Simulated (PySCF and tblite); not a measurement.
C₅H₈O, numbered as in [CH3:1][C:2](=[O:3])[CH:4]1[CH2:5][CH2:6]1.

Conformers came from 90 starts (ETKDG and KDG, MMFF94s, GFN2-xTB); geometries are PBE0-D3(BJ)/def2-SVP. Energies: PBE0-D3(BJ)/def2-TZVP (IEF-PCM, chloroform), with GFN2-xTB thermal terms (modes under about 100 cm⁻¹ blended into free rotors). Symmetry numbers and mirror images are counted. Conformers within 3 kcal/mol (GFN2-xTB free energy) were kept, 8 at most. GIAO shieldings: PBE0/pcSseg-1 (IEF-PCM, chloroform). Shifts are against TMS (¹H), TMS (¹³C) at the same level. Run with PySCF (density fitting) and tblite.

Torsions listed: O3–C2–C4–C5.

```json
{"conformer": "1", "shape": "34°", "weight %": "100.0", "dipole D": "3.61"}
```

(1) How do the computed shifts compare with measured ones?

Results:

(1) 
```json
{"nucleus": "¹H", "signal": "H4", "leading conformer": "1.82", "average": "1.82", "measured": "1.83", "medium": "not stated per compound (mostly CDCl3 or CCl4)"}
{"nucleus": "¹³C", "signal": "C4", "leading conformer": "22.0", "average": "22.0", "measured": "20.1", "medium": "not stated per compound (mostly CDCl3 or CCl4)"}
{"nucleus": "¹³C", "signal": "C5/C6", "leading conformer": "14.6", "average": "14.6", "measured": "9.6", "medium": "not stated per compound (mostly CDCl3 or CCl4)"}
```

Measured values: Pretsch, Buehlmann, Badertscher, Structure Determination of Organic Compounds, 4th ed. (2009). Mean difference for ¹³C: 3.45 ppm, scatter 1.55 ppm. The computed shifts are unscaled and lack vibrational corrections.
